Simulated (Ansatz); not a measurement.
C3H7NO can be A, `NCCC=O`, or B, `CN(C)C=O`.

Calculated with Ansatz (gas phase, PBE0-D4/def2-TZVP geometries, no zero-point term in ΔE). CCSD(T)/CBS adds triple-zeta CCSD(T) − MP2 to the extrapolated MP2 energy (def2 sets, frozen cores). Functionals use def2-TZVPP. B3LYP here is the variant with VWN-RPA as its local correlation; programs differ in this. One conformer a species, not always the lowest.

(1) Which isomer does CCSD(T)/CBS put lower? Give the gap. (Estimate.)

(2) Give E(B) − E(A) in kcal/mol with PBE-D4, BLYP-D4, ωB97M-V, B3LYP-D4, CCSD(T)/def2-TZVPP, PBE0-D4, B2PLYP. (An estimate is asked.)

(3) Does the order hold for the free energy at 298.15 K (harmonic terms from PBE0-D4)? (Estimate.)

Largest T1 diagnostic: 0.014.

Results:

(1) Ansatz gave: B, by 10.4 kcal/mol.

(2) The calculation gave: PBE-D4 -15.0, BLYP-D4 -15.0, ωB97M-V -11.6, B3LYP-D4 -14.0, CCSD(T)/def2-TZVPP -10.8, PBE0-D4 -13.7, B2PLYP -12.9. None reverses the order clearly.

(3) The calculation gave: Yes: G(B) − G(A) = -9.8 kcal/mol, for one conformer each.

In def2-TZVPP, CCSD(T) changes the Hartree–Fock value by −0.9 kcal/mol (the triples alone add −0.8 kcal/mol) and MP2 by −2.1 kcal/mol. From PBE to PBE0 (25 % exact exchange), in def2-TZVPP and without D4, E(B) − E(A) moves by +1.2 kcal/mol.
